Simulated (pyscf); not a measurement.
A first-order saddle from PySCF, ωB97X-D3(BJ)/def2-SVP:

```xyz
8

Cl     0.5535     0.0176     0.5246
Si    -1.4975    -0.4902     0.3549
Cl    -1.8921    -1.9981    -0.9506
Cl    -2.7711     1.0931     0.4269
Cl    -1.7473    -1.3794     2.1921
Si    -0.1171     0.8355    -1.7423
H      0.4933     2.1987    -1.4982
H      1.0686     0.1652    -2.4021
```
Charge 0, spin multiplicity 1.

Surface: singlet, charge 0. Lowest wavenumbers (cm⁻¹): 139i, 85, 105, 112, 189.

Question: Name the species on either side of this saddle.

Answer: Cl–Si(Cl)(Cl)–Cl + SiH₂ [singlet] ⇌ Cl–SiH₂–Si(Cl)(Cl)–Cl, an insertion read from left to right: Cl–Si broken and Cl–Si, Si–Si formed. At ωB97M-D3(BJ)/def2-TZVP it lies -0.07 eV from the left side and +2.27 eV from the right (each side as separated species at their lowest minima found). On the reactant side the descent ends in a bound adduct, 0.42 eV under the separated species and 0.10 eV under the saddle at ωB97X-D3(BJ)/def2-TZVP. At ωB97M-D3(BJ) the saddle lies under the separated reactants, which points to a path from their complex (located at ωB97X-D3(BJ) alone). At ωB97X-D3(BJ) the barrier from the zero used here is -0.32 eV. This is the saddle that the search found; another between the same sides may lie lower.
